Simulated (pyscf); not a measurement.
`[NH2][NH2]` + `[GaH3]` → `[NH2][NH][GaH2]` + `[H][H]` (four-centre exchange; singlet surface; H–N, Ga–H broken, Ga–N, H–H formed). Optimised with ωB97X-D3(BJ)/def2-SVP in PySCF. Energies in kcal/mol from the separated reactants.

| level | barrier | reaction energy |
|---|---|---|
| ωB97X-D3(BJ)/def2-TZVP | 14.3 | -7.8 |
| r²SCAN/def2-TZVP | 10.3 | -8.9 |
| B3LYP-D3(BJ)/def2-TZVP | ___ | -7.7 |
| PBE0-D3(BJ)/def2-TZVP | ___ | ___ |
| M06-2X/def2-TZVP | 11.9 | -11.0 |
| HF/def2-TZVP | 31.6 | -1.2 |

### Question
What belongs in the gaps?

### Answer

- B3LYP-D3(BJ)/def2-TZVP, barrier: 14.6
- PBE0-D3(BJ)/def2-TZVP, barrier: 12.3
- PBE0-D3(BJ)/def2-TZVP, reaction energy: -6.6

The functionals in the table span 4.3 kcal/mol in this barrier, from r²SCAN to B3LYP-D3(BJ). On the reactant side the descent ends in an adduct with a Ga–N contact, 26.6 kcal/mol under the separated species and 40.9 kcal/mol under the saddle at ωB97X-D3(BJ)/def2-TZVP. What is counted as formed (Ga–N) is already present as a longer contact in the reactant adduct; forming that adduct is a step of its own. At the saddle there is also a short Ga–H contact that neither side keeps. H₂N–NH–GaH₂ lies 50.5 kcal/mol over its isomer H₂N–GaH–NH₂ (electronic energy, ωB97M-D3(BJ)/def2-TZVP). One saddle was located; it need not be the lowest between these sides. Elements up to Kr have no core potential and no relativistic terms here.
